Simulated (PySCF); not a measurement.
**C₅H₇F: NMR shifts at several levels of theory**

How much do the NMR shifts of C₅H₇F (`C=C(C)/C=C\F`) depend on the level of theory, and what does each level cost?

The runs use PySCF 2.14.0, with density-fitted response routines of our own; the level of theory stands in each step. All values are computed, except where a source is named. Atoms count from 0, in the outputs and in this text.

### Step 1. Starting geometry

13 atoms, charge 0, multiplicity 1; geometry from: PBE0-D3(BJ)/def2-SVP.

Bonds of the start (Å): C0–C1 1.35, C1–C2 1.50, C1–C3 1.46, C3–C4 1.34, C4–F5 1.33, C0–H6 1.09, C0–H7 1.09, C2–H8 1.10, C2–H9 1.10, C2–H10 1.10, C3–H11 1.09, C4–H12 1.09.

### Step 2. NMR shieldings: PBE0/pcSseg-1

The job: settings as JSON, then the geometry in Å.

```
{"job": {"kind": "nmr", "xc": "PBE0", "basis": "pcSseg-1", "pop": false}, "charge": 0, "multiplicity": 1}
C     -0.686467     1.465785     0.802301
C     -0.073027     0.417997     0.223141
C     -0.835227    -0.573218    -0.608381
C      1.367434     0.245632     0.411220
C      2.168599    -0.714275    -0.062139
F      1.757384    -1.725336    -0.826232
H     -0.133747     2.188807     1.408373
H     -1.760810     1.628500     0.684766
H     -0.747979    -1.589323    -0.194187
H     -0.437705    -0.620665    -1.633436
H     -1.899003    -0.304854    -0.657083
H      1.875090     0.997599     1.021795
H      3.242962    -0.756645     0.136350
```

With the program's defaults for keys left out, this is: GIAO PBE0/pcSseg-1 NMR shielding, non-relativistic, gas phase.

Started as:

```console
> OMP_NUM_THREADS=1 python probes_run.py task.json out
```

The driver reads the jobs from task.json and runs them one after another.

The program printed:

```text
coarse grid: 10856 points
cycle   1  E = -294.0774300926  dE =  6.452e-01  |g| = 5.049e-01  |ddm| = 3.177e+00
cycle   2  E = -294.0336242461  dE =  4.381e-02  |g| = 6.807e-01  |ddm| = 8.848e-01
cycle   3  E = -294.1304021746  dE = -9.678e-02  |g| = 9.810e-02  |ddm| = 5.627e-01
cycle   4  E = -294.1327129367  dE = -2.311e-03  |g| = 4.056e-02  |ddm| = 1.252e-01
cycle   5  E = -294.1330722909  dE = -3.594e-04  |g| = 1.284e-02  |ddm| = 4.064e-02
cycle   6  E = -294.1331035841  dE = -3.129e-05  |g| = 3.194e-03  |ddm| = 1.152e-02
cycle   7  E = -294.1331058542  dE = -2.270e-06  |g| = 6.539e-04  |ddm| = 2.779e-03
final grid: 105248 points
cycle   8  E = -294.1760360514  dE = -2.996e-05  |g| = 6.894e-03  |ddm| = 2.789e-02
cycle   9  E = -294.1760331203  dE =  2.931e-06  |g| = 8.102e-03  |ddm| = 1.196e-02
cycle  10  E = -294.1760479058  dE = -1.479e-05  |g| = 1.236e-03  |ddm| = 6.719e-03
cycle  11  E = -294.1760481674  dE = -2.616e-07  |g| = 2.254e-04  |ddm| = 1.098e-03
cycle  12  E = -294.1760481764  dE = -8.920e-09  |g| = 1.066e-04  |ddm| = 2.399e-04
cycle  13  E = -294.1760481790  dE = -2.597e-09  |g| = 2.133e-05  |ddm| = 9.426e-05
cycle  14  E = -294.1760481791  dE = -9.868e-11  |g| = 7.756e-06  |ddm| = 2.361e-05
converged SCF energy = -294.1760481791

GIAO shielding tensors (ppm)
atom      isotropic    diamagn.    paramagn.     s11        s22        s33       span
  0 C       61.025     253.342    -192.317    -37.342     83.956    136.461    173.804
  1 C       36.860     257.487    -220.627    -82.589     31.407    161.762    244.352
  2 C      159.928     246.812     -86.884    146.358    153.153    180.272     33.914
  3 C       64.670     256.744    -192.074    -37.180     96.187    135.003    172.183
  4 C       28.762     245.716    -216.954    -54.293     63.328     77.251    131.543
  5 F      290.475     476.667    -186.192    191.639    244.608    435.178    243.539
  6 H       26.197      30.751      -4.554     23.319     25.061     30.212      6.892
  7 H       26.201      30.785      -4.584     23.498     24.997     30.106      6.608
  8 H       28.974      29.792      -0.818     25.156     28.196     33.571      8.414
  9 H       28.985      29.724      -0.739     25.160     28.221     33.573      8.413
 10 H       29.520      30.196      -0.676     25.522     28.639     34.398      8.876
 11 H       26.087      31.698      -5.611     24.317     25.240     28.705      4.387
 12 H       24.782      27.322      -2.540     21.512     25.961     26.873      5.361
```

It took 10 s on 1 thread of Arm Neoverse V1, shared host; peak memory 0.72 GiB.

The references, computed at this level on geometries of the same kind, shield at (ppm): 1H TMS 31.27, 13C TMS 184.4, 19F CFCl3 177.2. Their shielding less the atom's gives the shift. The references are single molecules in the gas phase, so shifts against H2O, NH3, PH3, H3PO4 or CFCl3 are not on the usual liquid scales and can be off by tens of ppm. Atoms listed in one row are averaged.

```csv
atoms,environment,σ (ppm),δ (ppm),δ scaled to CDCl3
C4,alkene CH,28.8,155.6,150.6
C1,fully substituted alkene carbon,36.9,147.5,142.8
C0,terminal =CH2 carbon,61.0,123.4,119.3
C3,alkene CH,64.7,119.7,115.8
C2,allylic methyl carbon,159.9,24.5,23.3
H12,hydrogen on an alkene CH,24.78,6.48,6.36
H11,hydrogen on an alkene CH,26.09,5.18,5.12
H6,hydrogen on a terminal =CH2 carbon,26.20,5.07,5.02
H7,hydrogen on a terminal =CH2 carbon,26.20,5.07,5.02
"H8, H9, H10",hydrogen on an allylic methyl carbon,29.16,2.11,2.21
F5,vinylic fluorine,290.5,-113.2,–
```

The scaled column applies a straight-line fit of computed shieldings to shifts measured in CDCl3, and one for carbons that bear F (root-mean-square error 0.21 ppm for H, 2.0 ppm for C).

### Step 3. Nuclear shieldings: mPW1PW91/pcSseg-1

Settings changed since step 2:

```diff
@@ -1,2 +1,2 @@
-{"job": {"kind": "nmr", "xc": "PBE0", "basis": "pcSseg-1", "pop": false}, "charge": 0, "multiplicity": 1}
+{"job": {"kind": "nmr", "xc": "mPW1PW91", "basis": "pcSseg-1", "pop": false}, "charge": 0, "multiplicity": 1}
 C     -0.686467     1.465785     0.802301
```

With the program's defaults for keys left out, this is: GIAO mPW1PW91/pcSseg-1 NMR shielding, non-relativistic, gas phase.

The program printed:

```text
coarse grid: 10856 points
cycle   1  E = -294.3395365546  dE =  6.450e-01  |g| = 5.147e-01  |ddm| = 3.179e+00
cycle   2  E = -294.2954446115  dE =  4.409e-02  |g| = 6.925e-01  |ddm| = 8.917e-01
cycle   3  E = -294.3940299196  dE = -9.859e-02  |g| = 9.727e-02  |ddm| = 5.659e-01
cycle   4  E = -294.3962874404  dE = -2.258e-03  |g| = 4.065e-02  |ddm| = 1.239e-01
cycle   5  E = -294.3966512169  dE = -3.638e-04  |g| = 1.316e-02  |ddm| = 4.128e-02
cycle   6  E = -294.3966844167  dE = -3.320e-05  |g| = 3.216e-03  |ddm| = 1.180e-02
cycle   7  E = -294.3966867394  dE = -2.323e-06  |g| = 6.322e-04  |ddm| = 2.803e-03
final grid: 105248 points
cycle   8  E = -294.4403796728  dE = -2.939e-05  |g| = 4.923e-03  |ddm| = 2.709e-02
cycle   9  E = -294.4403783477  dE =  1.325e-06  |g| = 5.758e-03  |ddm| = 8.430e-03
cycle  10  E = -294.4403857296  dE = -7.382e-06  |g| = 7.990e-04  |ddm| = 4.581e-03
cycle  11  E = -294.4403858325  dE = -1.029e-07  |g| = 1.903e-04  |ddm| = 7.497e-04
cycle  12  E = -294.4403858381  dE = -5.613e-09  |g| = 8.984e-05  |ddm| = 2.066e-04
cycle  13  E = -294.4403858400  dE = -1.921e-09  |g| = 1.790e-05  |ddm| = 8.065e-05
cycle  14  E = -294.4403858401  dE = -7.060e-11  |g| = 5.920e-06  |ddm| = 1.944e-05
converged SCF energy = -294.4403858401

GIAO shielding tensors (ppm)
atom      isotropic    diamagn.    paramagn.     s11        s22        s33       span
  0 C       60.130     253.267    -193.137    -38.609     83.070    135.930    174.540
  1 C       36.080     257.748    -221.669    -83.611     30.719    161.131    244.742
  2 C      159.045     246.709     -87.663    145.675    152.311    179.150     33.476
  3 C       63.823     256.751    -192.929    -38.274     95.148    134.594    172.868
  4 C       27.934     245.648    -217.715    -55.503     62.660     76.643    132.147
  5 F      291.370     476.752    -185.381    193.093    246.429    434.588    241.494
  6 H       26.258      30.792      -4.534     23.383     25.120     30.270      6.887
  7 H       26.259      30.826      -4.567     23.561     25.051     30.165      6.604
  8 H       29.028      29.828      -0.801     25.227     28.263     33.593      8.366
  9 H       29.038      29.759      -0.721     25.230     28.288     33.595      8.365
 10 H       29.570      30.225      -0.655     25.588     28.701     34.421      8.833
 11 H       26.149      31.749      -5.600     24.371     25.294     28.782      4.410
 12 H       24.843      27.380      -2.537     21.583     26.001     26.944      5.360
```

Wall time 11 s (1 thread of Arm Neoverse V1, shared host); peak memory 0.72 GiB.

In short: δ C4 155.6, C1 147.5, C0 123.4, C3 119.7, H12 6.47, H11 5.17 ppm.

### Step 4. Shielding tensors: WP04/pcSseg-1

Settings changed since step 3:

```diff
@@ -1,2 +1,2 @@
-{"job": {"kind": "nmr", "xc": "mPW1PW91", "basis": "pcSseg-1", "pop": false}, "charge": 0, "multiplicity": 1}
+{"job": {"kind": "nmr", "xc": "WP04", "basis": "pcSseg-1", "pop": false}, "charge": 0, "multiplicity": 1}
 C     -0.686467     1.465785     0.802301
```

Level: GIAO WP04/pcSseg-1 NMR shielding, non-relativistic, gas phase.

The program printed:

```text
coarse grid: 10856 points
cycle   1  E = -300.9804088002  dE =  5.543e-01  |g| = 8.286e-01  |ddm| = 3.298e+00
cycle   2  E = -300.8412359048  dE =  1.392e-01  |g| = 1.186e+00  |ddm| = 1.453e+00
cycle   3  E = -301.1043957124  dE = -2.632e-01  |g| = 1.903e-01  |ddm| = 9.744e-01
cycle   4  E = -301.1131173590  dE = -8.722e-03  |g| = 6.497e-02  |ddm| = 2.044e-01
cycle   5  E = -301.1139893614  dE = -8.720e-04  |g| = 3.227e-02  |ddm| = 7.706e-02
cycle   6  E = -301.1142269247  dE = -2.376e-04  |g| = 4.936e-03  |ddm| = 2.712e-02
cycle   7  E = -301.1142320920  dE = -5.167e-06  |g| = 2.023e-03  |ddm| = 4.809e-03
final grid: 105248 points
cycle   8  E = -301.1765042465  dE = -4.746e-05  |g| = 8.686e-03  |ddm| = 3.764e-02
cycle   9  E = -301.1764880501  dE =  1.620e-05  |g| = 1.254e-02  |ddm| = 1.398e-02
cycle  10  E = -301.1765205952  dE = -3.255e-05  |g| = 1.913e-03  |ddm| = 8.781e-03
cycle  11  E = -301.1765214658  dE = -8.706e-07  |g| = 4.623e-04  |ddm| = 1.888e-03
cycle  12  E = -301.1765215099  dE = -4.406e-08  |g| = 2.107e-04  |ddm| = 4.758e-04
cycle  13  E = -301.1765215192  dE = -9.337e-09  |g| = 5.040e-05  |ddm| = 1.805e-04
cycle  14  E = -301.1765215198  dE = -6.057e-10  |g| = 2.193e-05  |ddm| = 6.087e-05
converged SCF energy = -301.1765215198

GIAO shielding tensors (ppm)
atom      isotropic    diamagn.    paramagn.     s11        s22        s33       span
  0 C       50.051     254.713    -204.661    -49.150     70.897    128.407    177.557
  1 C       24.863     257.761    -232.899    -92.126     19.113    147.601    239.727
  2 C      147.280     248.602    -101.322    134.661    140.466    166.713     32.052
  3 C       52.059     257.039    -204.980    -50.853     80.900    126.129    176.982
  4 C       17.062     247.303    -230.241    -64.971     50.644     65.512    130.483
  5 F      293.235     479.611    -186.376    199.296    262.281    418.128    218.832
  6 H       26.732      31.236      -4.504     24.032     25.618     30.544      6.512
  7 H       26.719      31.299      -4.580     24.163     25.525     30.470      6.307
  8 H       29.327      30.655      -1.328     25.753     28.734     33.493      7.740
  9 H       29.336      30.536      -1.200     25.757     28.757     33.495      7.738
 10 H       29.897      30.721      -0.824     26.165     29.164     34.362      8.196
 11 H       26.592      32.252      -5.660     24.875     25.502     29.400      4.525
 12 H       25.290      27.554      -2.265     22.212     26.152     27.505      5.292
```

It took 9.6 s on 1 thread of Arm Neoverse V1, shared host; peak memory 0.72 GiB.

This run: δ C4 155.4, C1 147.6, C0 122.4, C3 120.4, H12 6.27, H11 4.97 ppm.

### Step 5. Shielding tensors: B97-2/pcSseg-1

Settings changed since step 4:

```diff
@@ -1,2 +1,2 @@
-{"job": {"kind": "nmr", "xc": "WP04", "basis": "pcSseg-1", "pop": false}, "charge": 0, "multiplicity": 1}
+{"job": {"kind": "nmr", "xc": "B97-2", "basis": "pcSseg-1", "pop": false}, "charge": 0, "multiplicity": 1}
 C     -0.686467     1.465785     0.802301
```

Method: GIAO B97-2/pcSseg-1 NMR shielding, non-relativistic, gas phase.

The program printed:

```text
coarse grid: 10856 points
cycle   1  E = -294.3193092281  dE =  6.167e-01  |g| = 5.307e-01  |ddm| = 3.194e+00
cycle   2  E = -294.2660034984  dE =  5.331e-02  |g| = 7.349e-01  |ddm| = 9.424e-01
cycle   3  E = -294.3758947665  dE = -1.099e-01  |g| = 1.051e-01  |ddm| = 6.076e-01
cycle   4  E = -294.3786076554  dE = -2.713e-03  |g| = 4.199e-02  |ddm| = 1.340e-01
cycle   5  E = -294.3789990013  dE = -3.913e-04  |g| = 1.459e-02  |ddm| = 4.433e-02
cycle   6  E = -294.3790415269  dE = -4.253e-05  |g| = 3.123e-03  |ddm| = 1.291e-02
cycle   7  E = -294.3790437618  dE = -2.235e-06  |g| = 7.275e-04  |ddm| = 2.798e-03
final grid: 105248 points
cycle   8  E = -294.4119577607  dE = -4.575e-05  |g| = 7.653e-03  |ddm| = 3.119e-02
cycle   9  E = -294.4119452323  dE =  1.253e-05  |g| = 1.161e-02  |ddm| = 1.292e-02
cycle  10  E = -294.4119660039  dE = -2.077e-05  |g| = 7.773e-04  |ddm| = 8.723e-03
cycle  11  E = -294.4119661444  dE = -1.405e-07  |g| = 2.907e-04  |ddm| = 8.756e-04
cycle  12  E = -294.4119661625  dE = -1.813e-08  |g| = 8.562e-05  |ddm| = 2.557e-04
cycle  13  E = -294.4119661643  dE = -1.751e-09  |g| = 1.554e-05  |ddm| = 7.454e-05
cycle  14  E = -294.4119661643  dE = -4.650e-11  |g| = 9.065e-06  |ddm| = 2.298e-05
converged SCF energy = -294.4119661643

GIAO shielding tensors (ppm)
atom      isotropic    diamagn.    paramagn.     s11        s22        s33       span
  0 C       63.437     253.369    -189.932    -32.198     85.965    136.544    168.742
  1 C       39.335     257.361    -218.026    -76.584     33.844    160.744    237.328
  2 C      159.212     246.926     -87.715    145.929    152.667    179.038     33.109
  3 C       66.711     256.648    -189.937    -32.675     97.663    135.144    167.819
  4 C       31.163     245.885    -214.722    -49.204     65.045     77.649    126.854
  5 F      291.074     476.870    -185.796    194.073    247.703    431.444    237.371
  6 H       26.357      30.913      -4.556     23.541     25.210     30.321      6.780
  7 H       26.369      30.941      -4.572     23.737     25.158     30.212      6.476
  8 H       29.083      29.987      -0.904     25.314     28.337     33.598      8.284
  9 H       29.093      29.911      -0.818     25.318     28.361     33.599      8.282
 10 H       29.639      30.340      -0.702     25.706     28.790     34.419      8.713
 11 H       26.257      31.876      -5.619     24.484     25.427     28.859      4.375
 12 H       24.920      27.448      -2.528     21.660     26.127     26.972      5.312
```

Run time: 9.4 s. Hardware: 1 thread of Arm Neoverse V1, shared host; peak memory 0.72 GiB.

Key values: δ C4 152.5, C1 144.4, C0 120.3, C3 117.0, H12 6.46, H11 5.12 ppm.

### Step 6. NMR shieldings: BHandHLYP/pcSseg-1

Settings changed since step 5:

```diff
@@ -1,2 +1,2 @@
-{"job": {"kind": "nmr", "xc": "B97-2", "basis": "pcSseg-1", "pop": false}, "charge": 0, "multiplicity": 1}
+{"job": {"kind": "nmr", "xc": "BHandHLYP", "basis": "pcSseg-1", "pop": false}, "charge": 0, "multiplicity": 1}
 C     -0.686467     1.465785     0.802301
```

With the program's defaults for keys left out, this is: GIAO BHandHLYP/pcSseg-1 NMR shielding, non-relativistic, gas phase.

The program printed:

```text
coarse grid: 10856 points
cycle   1  E = -294.2563313880  dE =  8.006e-01  |g| = 4.926e-01  |ddm| = 3.140e+00
cycle   2  E = -294.2642743627  dE = -7.943e-03  |g| = 5.025e-01  |ddm| = 6.809e-01
cycle   3  E = -294.3097231067  dE = -4.545e-02  |g| = 4.995e-02  |ddm| = 3.623e-01
cycle   4  E = -294.3102910457  dE = -5.679e-04  |g| = 2.304e-02  |ddm| = 6.150e-02
cycle   5  E = -294.3104188711  dE = -1.278e-04  |g| = 5.750e-03  |ddm| = 2.565e-02
cycle   6  E = -294.3104260771  dE = -7.206e-06  |g| = 2.182e-03  |ddm| = 5.959e-03
final grid: 105248 points
cycle   7  E = -294.3455404418  dE = -1.336e-05  |g| = 2.902e-03  |ddm| = 1.400e-02
cycle   8  E = -294.3455401989  dE =  2.429e-07  |g| = 3.164e-03  |ddm| = 4.988e-03
cycle   9  E = -294.3455425545  dE = -2.356e-06  |g| = 3.244e-04  |ddm| = 2.525e-03
cycle  10  E = -294.3455425780  dE = -2.353e-08  |g| = 1.215e-04  |ddm| = 3.363e-04
cycle  11  E = -294.3455425818  dE = -3.829e-09  |g| = 2.582e-05  |ddm| = 1.172e-04
cycle  12  E = -294.3455425820  dE = -1.369e-10  |g| = 7.360e-06  |ddm| = 2.510e-05
converged SCF energy = -294.3455425820

GIAO shielding tensors (ppm)
atom      isotropic    diamagn.    paramagn.     s11        s22        s33       span
  0 C       59.557     253.370    -193.813    -46.930     88.227    137.373    184.303
  1 C       34.303     257.520    -223.217    -93.990     33.871    163.029    257.019
  2 C      160.115     245.433     -85.318    146.667    154.277    179.402     32.735
  3 C       62.524     256.614    -194.090    -44.067     95.503    136.134    180.201
  4 C       27.801     245.155    -217.354    -63.249     66.560     80.092    143.341
  5 F      314.293     477.309    -163.016    224.055    278.506    440.320    216.265
  6 H       26.428      30.879      -4.451     23.488     25.125     30.669      7.181
  7 H       26.403      30.979      -4.576     23.678     25.003     30.528      6.850
  8 H       29.167      29.843      -0.676     25.309     28.339     33.853      8.544
  9 H       29.178      29.773      -0.595     25.313     28.364     33.856      8.543
 10 H       29.671      30.273      -0.601     25.544     28.835     34.634      9.089
 11 H       26.301      31.670      -5.370     24.300     25.607     28.996      4.697
 12 H       25.025      27.411      -2.386     21.726     26.119     27.230      5.504
```

It took 9.1 s on 1 thread of Arm Neoverse V1, shared host; peak memory 0.72 GiB.

In short: δ C4 156.2, C1 149.7, C0 124.4, C3 121.5, H12 6.42, H11 5.14 ppm.

### Step 7. Nuclear shieldings: CAM-B3LYP/pcSseg-1

Settings changed since step 6:

```diff
@@ -1,2 +1,2 @@
-{"job": {"kind": "nmr", "xc": "BHandHLYP", "basis": "pcSseg-1", "pop": false}, "charge": 0, "multiplicity": 1}
+{"job": {"kind": "nmr", "xc": "CAM-B3LYP", "basis": "pcSseg-1", "pop": false}, "charge": 0, "multiplicity": 1}
 C     -0.686467     1.465785     0.802301
```

Method: GIAO CAM-B3LYP/pcSseg-1 NMR shielding, non-relativistic, gas phase.

The program printed:

```text
coarse grid: 10856 points
cycle   1  E = -294.2686537038  dE =  7.701e-01  |g| = 5.094e-01  |ddm| = 3.161e+00
cycle   2  E = -294.2623418402  dE =  6.312e-03  |g| = 5.902e-01  |ddm| = 7.346e-01
cycle   3  E = -294.3222805379  dE = -5.994e-02  |g| = 4.773e-02  |ddm| = 3.911e-01
cycle   4  E = -294.3227501140  dE = -4.696e-04  |g| = 2.092e-02  |ddm| = 5.008e-02
cycle   5  E = -294.3228569817  dE = -1.069e-04  |g| = 5.044e-03  |ddm| = 2.211e-02
cycle   6  E = -294.3228633508  dE = -6.369e-06  |g| = 1.953e-03  |ddm| = 6.411e-03
final grid: 105248 points
cycle   7  E = -294.3769969790  dE = -2.166e-05  |g| = 5.384e-03  |ddm| = 1.583e-02
cycle   8  E = -294.3769942164  dE =  2.763e-06  |g| = 6.761e-03  |ddm| = 9.021e-03
cycle   9  E = -294.3770030543  dE = -8.838e-06  |g| = 5.361e-04  |ddm| = 4.906e-03
cycle  10  E = -294.3770031142  dE = -5.994e-08  |g| = 1.144e-04  |ddm| = 4.482e-04
cycle  11  E = -294.3770031177  dE = -3.447e-09  |g| = 3.208e-05  |ddm| = 1.308e-04
cycle  12  E = -294.3770031179  dE = -2.440e-10  |g| = 7.996e-06  |ddm| = 3.163e-05
converged SCF energy = -294.3770031179

GIAO shielding tensors (ppm)
atom      isotropic    diamagn.    paramagn.     s11        s22        s33       span
  0 C       57.033     252.959    -195.926    -47.062     83.580    134.582    181.644
  1 C       31.098     257.179    -226.081    -95.966     28.633    160.629    256.595
  2 C      158.312     245.932     -87.620    144.049    152.233    178.654     34.606
  3 C       59.846     256.510    -196.664    -45.998     93.127    132.407    178.405
  4 C       23.328     245.529    -222.200    -65.225     61.104     74.105    139.330
  5 F      299.281     477.694    -178.413    206.049    255.272    436.522    230.473
  6 H       26.314      30.840      -4.526     23.397     25.168     30.376      6.980
  7 H       26.278      30.910      -4.632     23.527     25.047     30.261      6.735
  8 H       29.062      29.879      -0.817     25.266     28.340     33.579      8.314
  9 H       29.072      29.801      -0.729     25.269     28.365     33.582      8.312
 10 H       29.581      30.232      -0.651     25.551     28.805     34.387      8.835
 11 H       26.209      31.738      -5.529     24.392     25.313     28.923      4.531
 12 H       24.847      27.375      -2.528     21.603     25.905     27.034      5.432
```

It took 13 s on 1 thread of Arm Neoverse V1, shared host; peak memory 0.72 GiB.

This run: δ C4 159.1, C1 151.3, C0 125.4, C3 122.6, H12 6.48, H11 5.12 ppm.

(Part 1 of 2 ends here.)
